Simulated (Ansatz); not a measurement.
fcc Ca was calculated with LC-ωPBE (PAW; Ansatz, a program for electronic structure).

Run with plane-wave cutoff 460 eV, 10×10×10 k mesh, Fermi–Dirac smearing 0.05 eV, scalar-relativistic PAW data made under PBE.

Results at a series of volumes:

```
V (Å³/atom)  E − E_lowest (meV/atom)  P (GPa)
-----------  -----------------------  -------
40.834                         13.50    1.499
41.707                          6.64    1.023
42.805                          1.53    0.480
43.663                          0.00    0.097
45.000                          1.47   -0.436
46.097                          5.80   -0.822
```

Problem. Estimate the bulk modulus from the pressures at 43.663 and 45.000 Å³/atom, and compare it with a fit to all energies.

Solution. B = −V dP/dV. Between V = 43.663 and 45.000 Å³/atom, dP/dV = (-0.436 − (0.097))/(45.000 − 43.663) = -0.399 GPa per Å³/atom; at the midpoint 44.331 Å³/atom this gives B ≈ 17.7 GPa. The third-order Birch–Murnaghan fit gives V0 = 43.893 Å³/atom, B0 = 18.3 GPa, B′ = 3.5, which lies 4 % above that estimate.

Measured, for comparison: bulk modulus 18.6 GPa (corrected for temperature and zero-point phonon effects, our sources range from 15.9 to 18.7; as tabulated in Levämäki et al. (2014), arXiv:1402.3671); equilibrium volume per atom 42.81 Å³/atom (low-temperature or extrapolated to 0 K; zero-point anharmonic expansion removed; as tabulated in Csonka et al. (2009), arXiv:0903.4037). Computed (rounded) less measured: bulk modulus not scored (sources differ), equilibrium volume per atom +2.5 %.

The computed numbers hold no vibrational or temperature effects.

It cost about 30 core-minutes (a rough figure) of CPU time.
